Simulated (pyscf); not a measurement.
# Insertion: SnH₂ [singlet] + H₂S → HS–SnH₃

Gas phase, singlet surface, charge 0. Bonds broken: S4–H5. Bonds formed: Sn1–S4, Sn1–H5. Structures and frequencies: ωB97X-D3(BJ)/def2-SVP in PySCF. Correlated levels are frozen-core, on RHF or UHF. ΔMP2 is the change of the MP2 total energy from the triple- to the quadruple-zeta basis.

Transition state (Å):

```xyz
6

Sn     1.2908     0.3843    -0.3016
H      1.1646     1.6986    -1.3982
H      1.4386     1.0547     1.2730
S     -1.2739    -0.3021    -0.2936
H      0.3385    -1.0782    -0.6722
H     -1.1695    -0.8645     0.9267
```

One imaginary mode, 1219i cm⁻¹; descent along it reached the two sides named, in the forms told below.

```tsv
bond	change	reactant side (Å)	saddle	product side
S4–H5	breaks	1.348	1.829	3.4
Sn1–S4	forms	2.8	2.7	2.408
Sn1–H5	forms	3.3	1.784	1.707
```

Electronic energies relative to the separated reactants (eV):

```json
[
 {"level": "ωB97X-D3(BJ)/def2-TZVP", "barrier": "0.56", "reaction energy": "-1.68", "reverse barrier": "2.24"},
 {"level": "PBE/def2-TZVP", "barrier": "0.25", "reaction energy": "-1.30", "reverse barrier": "1.55"},
 {"level": "r²SCAN/def2-TZVP", "barrier": "0.25", "reaction energy": "-1.48", "reverse barrier": "1.73"},
 {"level": "B3LYP-D3(BJ)/def2-TZVP", "barrier": "0.55", "reaction energy": "-1.26", "reverse barrier": "1.80"},
 {"level": "PBE0-D3(BJ)/def2-TZVP", "barrier": "0.38", "reaction energy": "-1.47", "reverse barrier": "1.85"},
 {"level": "M06-2X/def2-TZVP", "barrier": "0.63", "reaction energy": "-1.44", "reverse barrier": "2.07"},
 {"level": "ωB97M-D3(BJ)/def2-TZVP", "barrier": "0.75", "reaction energy": "-1.33", "reverse barrier": "2.08"},
 {"level": "HF/def2-TZVP", "barrier": "1.51", "reaction energy": "-1.22", "reverse barrier": "2.73"},
 {"level": "MP2/def2-QZVPP", "barrier": "0.43", "reaction energy": "-1.50", "reverse barrier": "1.93"},
 {"level": "CCSD/def2-TZVPP", "barrier": "0.81", "reaction energy": "-1.34", "reverse barrier": "2.15"},
 {"level": "CCSD(T)/def2-TZVPP", "barrier": "0.61", "reaction energy": "-1.40", "reverse barrier": "2.01"},
 {"level": "CCSD(T)/def2-TZVPP + ΔMP2(QZVPP)", "barrier": "0.55", "reaction energy": "-1.43", "reverse barrier": "1.98"}
]
```

With CCSD(T)/def2-TZVPP + ΔMP2(QZVPP) energies and thermal terms (ideal gas, 1 atm, RRHO with modes under 100 cm⁻¹ raised to 100, one conformer, R ln 2 for rigid chiral ones), in eV:

```tsv
T (K)	ΔH‡	ΔG‡	ΔH	ΔG
298	0.54	0.95	-1.36	-0.94
600	0.55	1.37	-1.33	-0.53
900	0.58	1.76	-1.29	-0.13
1200	0.61	2.15	-1.24	+0.24
```

On the reactant side the descent ends in an adduct with a S–Sn contact, 0.70 eV under the separated species and 1.26 eV under the saddle at ωB97X-D3(BJ)/def2-TZVP. What is counted as formed (S–Sn) is already present as a longer contact in the reactant adduct; forming that adduct is a step of its own. The same reactants have a lower exit, to HS–SnH: [singlet] + H₂ (barrier +0.08 eV at ωB97M-D3(BJ), against +0.75 eV here). This is the saddle that the search found; another between the same sides may lie lower. The CCSD(T) − MP2 part came from Ansatz, without density fitting, on the same reference. The frozen core leaves the outer d or s,p core shells of the metals and heavy elements correlated in the MP2 and CC values, and def2-TZVPP describes them poorly, which can shift differences by a few kcal/mol. Elements past Kr carry the def2 core potentials, without spin-orbit coupling.
